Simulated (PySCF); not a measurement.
Can point charges reproduce the dipole moment of 1-methylcyclopropene, `CC1=CC1`?

Coordinates (PBE0-D3(BJ)/def2-SVP, Å) and charges (e) from the PBE0/pcSseg-1 density (PySCF):

```tsv
atom	x	y	z	Mulliken	IAO	Hirshfeld	ESP-fitted
C1	-1.463	0.215	-0.078	-0.2026	-0.4275	-0.1027	-0.6558
C2	0.005	0.153	-0.069	-0.1229	+0.0277	+0.0084	+0.2553
C3	1.176	0.660	-0.311	-0.1980	-0.1818	-0.0677	-0.2905
C4	1.177	-0.710	0.300	-0.1849	-0.2764	-0.1070	-0.2020
H5	-1.880	-0.616	-0.671	+0.1362	+0.1602	+0.0541	+0.1970
H6	-1.828	1.164	-0.495	+0.1332	+0.1554	+0.0509	+0.1869
H7	-1.860	0.102	0.944	+0.1362	+0.1602	+0.0541	+0.1968
H8	1.797	1.471	-0.682	+0.0760	+0.1634	+0.0680	+0.1809
H9	1.426	-1.590	-0.317	+0.1133	+0.1093	+0.0209	+0.0663
H10	1.449	-0.841	1.361	+0.1133	+0.1093	+0.0208	+0.0653
```

**Question.** Form Σ q r in debye for every column and set it beside the full dipole.

**Answer.** The full density gives (-0.84, 0.37, -0.16) D, 0.94 D in size; dipole vectors point from the negative to the positive end.

```json
{"scheme": "Mulliken", "μx": "-2.14", "μy": "-0.67", "μz": "0.33", "size (D)": "2.27", "share of the full size (%)": "242", "angle to the full dipole (°)": "45"}
{"scheme": "IAO", "μx": "-0.91", "μy": "0.30", "μz": "-0.12", "size (D)": "0.96", "share of the full size (%)": "103", "angle to the full dipole (°)": "6"}
{"scheme": "Hirshfeld", "μx": "-0.81", "μy": "0.44", "μz": "-0.19", "size (D)": "0.94", "share of the full size (%)": "100", "angle to the full dipole (°)": "5"}
{"scheme": "ESP-fitted", "μx": "-0.88", "μy": "0.35", "μz": "-0.15", "size (D)": "0.95", "share of the full size (%)": "102", "angle to the full dipole (°)": "2"}
```

**Question.** Which set comes closest?

**Answer.** Length of the difference vector: ESP-fitted 0.04 D, Hirshfeld 0.08 D, IAO 0.10 D, Mulliken 1.73 D. Closest: ESP-fitted. ESP charges are fitted to the potential around the molecule, whose slowest-falling term is the dipole's. 

**Question.** What is left for the Hirshfeld atoms' own dipoles?

**Answer.** The shares of the density sum to the whole, so what Σ q r misses lies in dipoles about the nuclei. The atomic dipoles sum to (-0.84, 0.37, -0.16) − (-0.81, 0.44, -0.19) = (-0.03, -0.07, 0.03) D, 0.08 D in size.

**Question.** With the origin at the mean of the coordinates, (0.000, 0.001, -0.002) Å, which are the largest single terms, by size, of the Hirshfeld dipole along the direction of the full one?

**Answer.** C4 +0.72, C1 -0.70, H6 +0.54, H5 +0.41, H7 +0.41 D; all 10 atoms together +0.94 D. The single terms depend on the origin, their sum doesn't.

**Question.** Give the size of the full dipole in other units.

**Answer.** 0.94 D = 0.368 au = 0.195 e·Å = 3.12 × 10⁻³⁰ C·m.

Isolated species at its PBE0-D3(BJ)/def2-SVP geometry, gas phase.
